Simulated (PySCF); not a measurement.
Gas-phase XPS of tert-butylhydrazine, computed

tert-butylhydrazine, C4H12N2.
SMILES with atom numbers: `[CH3:1][C:2]([CH3:3])([CH3:4])[NH:5][NH2:6]`

Geometry (PBE0-D3(BJ)/def2-SVP, Å), atoms numbered from 1 in this order:
```xyz
18
C4H12N2 angstrom
C     -0.4257   -0.8625    1.1537
C      0.1896   -0.1444   -0.0452
C      1.2659   -1.0196   -0.6795
C      0.8044    1.1898    0.4010
N     -0.8459    0.0303   -1.0702
N     -1.9545    0.8166   -0.7617
H      0.3374   -1.0770    1.9167
H     -1.2075   -0.2488    1.6269
H     -0.8818   -1.8118    0.8337
H      1.7020   -0.5247   -1.5633
H      0.8335   -1.9768   -1.0057
H      2.0841   -1.2202    0.0280
H      1.5760    1.0403    1.1725
H      0.0458    1.8626    0.8335
H      1.2722    1.7079   -0.4519
H     -0.4261    0.3874   -1.9257
H     -1.7293    1.6156   -0.1634
H     -2.6511    0.2535   -0.2808
```

Computed with delta-SCF UKS SCAN, pcX-2 on the ionised atom, pcseg-1 elsewhere, spin-free X2C in PySCF. Each binding energy is the total energy of the core-ionised species, with the hole localised on one atom, minus that of the ground state; both are solved self-consistently, so orbital relaxation is included.

List the computed XPS lines with their assignment.

```json
{"atom(s)": "N6", "bonded to": "N and 2 H", "level": "N 1s", "binding energy (eV)": "405.43", "above the level's lowest (eV)": "+0.31", "count": "1"}
{"atom(s)": "N5", "bonded to": "N, C and H", "level": "N 1s", "binding energy (eV)": "405.12", "above the level's lowest (eV)": "0.00", "count": "1"}
{"atom(s)": "C2", "bonded to": "N and 3 C", "level": "C 1s", "binding energy (eV)": "291.23", "above the level's lowest (eV)": "+0.83", "count": "1"}
{"atom(s)": "C1/C3/C4", "bonded to": "C and 3 H", "level": "C 1s", "binding energy (eV)": "290.40", "above the level's lowest (eV)": "0.00", "count": "3"}
```

The listed C 1s values span 0.83 eV, from C1/C3/C4 (bonded to C and 3 H) to C2 (bonded to N and 3 C). Summing the Pauling electronegativity differences to the bonded atoms, each weighted by its formal bond order, gives -1.05 for the lowest site and +0.49 for the highest.

Lowest listed N 1s: N5, bonded to N, C and H. Highest, 0.31 eV above it: N6, bonded to N and 2 H. Summing the Pauling electronegativity differences to the bonded atoms, each weighted by its formal bond order, gives -1.33 for the lowest site and -1.68 for the highest; the largest sum, -1.33, belongs to N5, 0.31 eV below the top. The smallest sum, -1.68, belongs to N6, 0.31 eV above the lowest.

Give the binding energy of N 1s of N6 in hartree and in kJ/mol.

405.43 eV = 14.8993 Eh = 39118 kJ/mol.

Topologically equivalent atoms share the value of their first member; where this conformer doesn't relate them by symmetry, their own values could differ. Geometry: PBE0-D3(BJ)/def2-SVP, one conformer, isolated molecule.
